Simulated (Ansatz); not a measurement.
**CH₃S radical (built from SMILES C[S]): a barrier at many levels of theory**

How high is the barrier of this step (H1–S3 formed, H1–C2 broken), and how far do cheaper methods land from CCSD(T)?

Computed with Ansatz 0.2.0, Gaussian basis. Level: single points in def2-TZVPP on PBE0-D4/def2-TZVP structures.

Levels: SPW92, PBE-D4, BLYP-D4, r2SCAN-D4, B97M-V, PBE0-D4, B3LYP-D4, r2SCAN0-D4, BHLYP-D4, CAM-B3LYP-D4, wB97X-V, wB97M-V, B2PLYP, PBE-QIDH, RPA on PBE, Hartree-Fock, MP2, CCSD, CCSD(T). The reference is CCSD(T) at the basis limit, from triple and quadruple zeta. Zero-point energies come from PBE0-D4 vibrations.

Cores are frozen in the correlated methods. Orbitals are unrestricted. B3LYP uses VWN-RPA correlation. B2PLYP carries no dispersion term here.

4 further runs of the same task are left out: 4 set aside as unsound or not needed.

**1. The three structures**

Charge 0, multiplicity 2. The folders r, ts and p hold the start, the saddle and the end; their coordinates stand in the first inputs.

```
 pair  r (Å)  ts (Å)  p (Å)
H1–S3  2.340   1.442  1.342
H1–C2  1.096   1.483  2.315
```

**2. SPW92/def2-TZVPP**

r/in.yaml reads:

```yaml
crystal:
  periodic: [false, false, false]
  atoms:
    - {symbol: H, position_ang: [-0.951167, 0.257990, -0.528843]}
    - {symbol: C, position_ang: [0.029385, 0.116614, -0.059179]}
    - {symbol: S, position_ang: [-0.060115, -1.420826, 0.836893]}
    - {symbol: H, position_ang: [0.776472, 0.081974, -0.853030]}
    - {symbol: H, position_ang: [0.205326, 0.964248, 0.604259]}
basis:
  gaussian: {orbitals: def2-TZVPP}
magnetization: {spin_polarized: true, initial_magnetization: 1}
hamiltonian: {xc: lda}
```

ts/in.yaml reads:

```yaml
crystal:
  periodic: [false, false, false]
  atoms:
    - {symbol: H, position_ang: [-1.060557, -0.302064, -0.232579]}
    - {symbol: C, position_ang: [0.307324, 0.229009, -0.018253]}
    - {symbol: S, position_ang: [-0.396865, -1.264907, 0.610473]}
    - {symbol: H, position_ang: [0.873522, 0.207853, -0.941170]}
    - {symbol: H, position_ang: [0.276476, 1.130110, 0.581629]}
basis:
  gaussian: {orbitals: def2-TZVPP}
magnetization: {spin_polarized: true, initial_magnetization: 1}
hamiltonian: {xc: lda}
```

p/in.yaml reads:

```yaml
crystal:
  periodic: [false, false, false]
  atoms:
    - {symbol: H, position_ang: [-1.201093, -1.194445, -0.453908]}
    - {symbol: C, position_ang: [0.410611, 0.392845, 0.040220]}
    - {symbol: S, position_ang: [-0.799828, -0.620341, 0.690661]}
    - {symbol: H, position_ang: [0.641922, 0.403196, -1.012595]}
    - {symbol: H, position_ang: [0.948288, 1.018745, 0.735722]}
basis:
  gaussian: {orbitals: def2-TZVPP}
magnetization: {spin_polarized: true, initial_magnetization: 1}
hamiltonian: {xc: lda}
```

Each run has its own folder and the same command.

Launch:

```
$ ansatz run in.yaml --threads 2 --pin off --events-out ev --progress --plain --max-ram 4352MiB
```

The runs that follow: PBE-D4/def2-TZVPP; BLYP-D4/def2-TZVPP; r2SCAN-D4/def2-TZVPP; B97M-V/def2-TZVPP; PBE0-D4/def2-TZVPP; B3LYP-D4/def2-TZVPP; r2SCAN0-D4/def2-TZVPP; BHLYP-D4/def2-TZVPP; CAM-B3LYP-D4/def2-TZVPP; wB97X-V/def2-TZVPP; wB97M-V/def2-TZVPP; B2PLYP/def2-TZVPP; PBE-QIDH/def2-TZVPP; RPA on PBE/def2-TZVPP; CCSD(T)/def2-TZVPP; MP2/def2-QZVPP; Vibrations of the start structure; Vibrations of the end structure.

Q: Predict the outcome of this session. Wanted: barrier, CCSD(T)/CBS; reverse barrier, CCSD(T)/CBS; step energy, CCSD(T)/CBS; barrier with zero-point energy; step energy with zero-point energy; imaginary mode at the saddle; largest T1 diagnostic.

**Answer**, as computed:

| quantity | value |
| --- | --- |
| barrier, CCSD(T)/CBS | 40.2 kcal/mol |
| reverse barrier, CCSD(T)/CBS | 30.0 kcal/mol |
| step energy, CCSD(T)/CBS | +10.2 kcal/mol |
| barrier with zero-point energy | 36.2 kcal/mol |
| step energy with zero-point energy | +7.6 kcal/mol |
| imaginary mode at the saddle | 1564i cm⁻¹ |
| largest T1 diagnostic | 0.020 |

In words: wB97M-V is the best functional here (0.0 kcal/mol from CCSD(T)/CBS); SPW92 is the worst (-7.1 kcal/mol). Mean unsigned error by rung: LDA 7.1, GGA 3.2, meta-GGA 2.1, hybrid 1.7, range-separated hybrid 0.8, double hybrid 0.7 kcal/mol. PBE-D4 gives a barrier 4.5 kcal/mol too low, outside chemical accuracy (1 kcal/mol). Every functional without exact exchange puts the forward barrier too low. The barrier rises with the share of exact exchange, from BLYP-D4 through B3LYP-D4 to BHLYP-D4 (-2.0, +0.3, +4.1 kcal/mol). Hartree-Fock, with no correlation, is off by +10.9 kcal/mol. Zero-point motion lowers the barrier by 3.9 kcal/mol.
